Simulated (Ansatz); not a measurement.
# Ga–Al–PH, quintet in cc-pVDZ: errors against UCCSDT(Q)

Geometry: that of the Ga–Al–PH, triplet, kept fixed.

```xyz
4

Ga    0.0000   -0.3132    2.9621
Al    0.0000   -0.3222    0.4271
P     0.0000   -0.3977   -1.7481
H     0.0000    1.0332   -1.6410
```

Basis cc-pVDZ; Ansatz 0.2.0. Correlated methods freeze the noble-gas cores and the filled d shells of p-block atoms, which leaves 12 electrons in 44 orbitals. Prefix R: restricted or restricted open-shell reference; prefix U: unrestricted. No spin–orbit coupling is included, and no scalar relativity.

Full CI isn't at hand for all of this; UCCSDT(Q) serves as the reference, and is uncertain by about the last step of the cluster series. The frozen core follows each run's orbitals, which can shift R against U totals by a few meV for light atoms and by up to 0.1 eV past Ca.

The UHF ⟨S²⟩ is 6.043, the T1 diagnostic (RCCSD) is 0.0253 and the largest doubles amplitude (RCCSD) is 0.084. The T1 diagnostic (UCCSD) is 0.0245.

```json
{"level": "UHF", "E − E(UCCSDT(Q)) (kJ/mol)": "601.3", "share of correlation (%)": "3.76", "wall time": "–"}
{"level": "UMP2", "E − E(UCCSDT(Q)) (kJ/mol)": "136.9", "share of correlation (%)": "78.10", "wall time": "–"}
{"level": "UCCSD", "E − E(UCCSDT(Q)) (kJ/mol)": "32.0", "share of correlation (%)": "94.87", "wall time": "–"}
{"level": "UCCSD(T)", "E − E(UCCSDT(Q)) (kJ/mol)": "7.5", "share of correlation (%)": "98.79", "wall time": "80 s"}
{"level": "UCCSDT", "E − E(UCCSDT(Q)) (kJ/mol)": "2.0", "share of correlation (%)": "99.67", "wall time": "–"}
```

The correlation energy at UCCSDT(Q), counted from RHF, is -6.476 eV. That run took 4.2 min on 1 thread of Intel Xeon, shared host.

Run but not shown, since their state or frozen core can't be matched to the reference's or they repeat it: RHF, RMP2, CISD, RCCSD, RCCSD(T), BCCD(T), RCCSDT, RCCSDT(Q).

Times hold each run's SCF and search for its determinant on a shared host, so for small cases they say little of a method's own cost; they ran on 1 thread of Intel Xeon.
